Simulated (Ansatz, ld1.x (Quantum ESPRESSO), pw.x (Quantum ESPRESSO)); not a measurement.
## Equation-of-state test of one PAW potential (Zr)

ld1.x (Quantum ESPRESSO) 7.5 input, shortened:

```
&input
   title='Zr', zed=40., rel=1, dft='PW', iswitch=3,
   config='[Kr] 4d2 5s2 5p0'
 /
 &inputp
   pseudotype=3, lpaw=.true., tm=.true., lloc=-1, rcloc=1.70,
   nlcc=.true.,
   which_augfun='PSQ', rmatch_augfun_nc=.true.
 /
6
4S  1  0   2.00   0.00  1.85  2.20  0.0
5S  2  0   2.00   0.00  1.85  2.20  0.0
4P  2  1   6.00   0.00  1.80  2.30  0.0
5P  3  1   0.00   0.00  1.80  2.30  0.0
4D  3  2   2.00   0.00  2.25  2.75  0.0
4D  3  2   0.00   0.50  2.25  2.75  0.0
 &test
   configts(1)='4s2 4p6 4d2 5s2 5p0'
 /
```

Atomic tests: ghost test: ghost state, extra bound levels that the all-electron valence spectrum of the same l lacks: d at -4.7 eV (p not tested); a true bound ghost makes a file unfit for plane-wave use (spherical-Bessel basis up to 400 Ry, 20 bohr box); configuration tests: test run stopped at test 4 of 9 (negative rho); lowest eigenvalue of the overlap operator: -0.30 (p channel); it is negative, so in a basis up to 400 Ry S is not positive definite.

Crystal test: sc Zr in pw.x 7.5, no spin, 12³ k-points, Fermi–Dirac smearing 0.01 Ry, cutoffs 40/320 Ry. The lattice is a test structure that the element need not adopt, and mesh and smearing are coarse.

pw.x input:

```
&control
  calculation='scf', prefix='x', pseudo_dir='./', outdir='./tmp', tstress=.true., disk_io='low'
/
&system
  ibrav=0, nat=1, ntyp=1, ecutwfc=40, ecutrho=320, nbnd=14,
  occupations='smearing', smearing='fd', degauss=0.01
/
&electrons
  conv_thr=1e-09, mixing_beta=0.4, electron_maxstep=70
/
ATOMIC_SPECIES
Zr 1.0 Zr.UPF
CELL_PARAMETERS angstrom
  2.84246496 0.00000000 0.00000000
  0.00000000 2.84246496 0.00000000
  0.00000000 0.00000000 2.84246496
ATOMIC_POSITIONS crystal
Zr 0.0000 0.0000 0.0000
K_POINTS automatic
12 12 12 0 0 0
```

```bash
pw.x < Zr.scf.in > Zr.scf.out
```

Question: How does the run end?

Answer: Failed (cdiaghg: S matrix not positive definite). The atomic test gives a lowest overlap eigenvalue of -0.30 in the p channel. Note: ghost state, extra bound levels that the all-electron valence spectrum of the same l lacks: d at -4.7 eV (p not tested). A true bound ghost makes a file unfit for plane-wave use. Its overlap operator is not positive definite. Atomic configuration tests: test run stopped at test 4 of 9 (negative rho). The log shows:

```
Message from routine setup:
     using ibrav=0 with symmetry is DISCOURAGED, use correct ibrav instead
     lattice parameter (alat)  =       5.3715  a.u.
     unit-cell volume          =     154.9822 (a.u.)^3
     number of electrons       =        12.00
     number of Kohn-Sham states=           14
     kinetic-energy cutoff     =      40.0000  Ry
     charge density cutoff     =     320.0000  Ry
     scf convergence threshold =      1.0E-09
     Exchange-correlation= SLA  PW   NOGX NOGC
     number of k points=    84  Fermi-Dirac smearing, width (Ry)=  0.0100
     iteration #  1     ecut=    40.00 Ry     beta= 0.40
     Error in routine cdiaghg (54):
     S matrix not positive definite
```
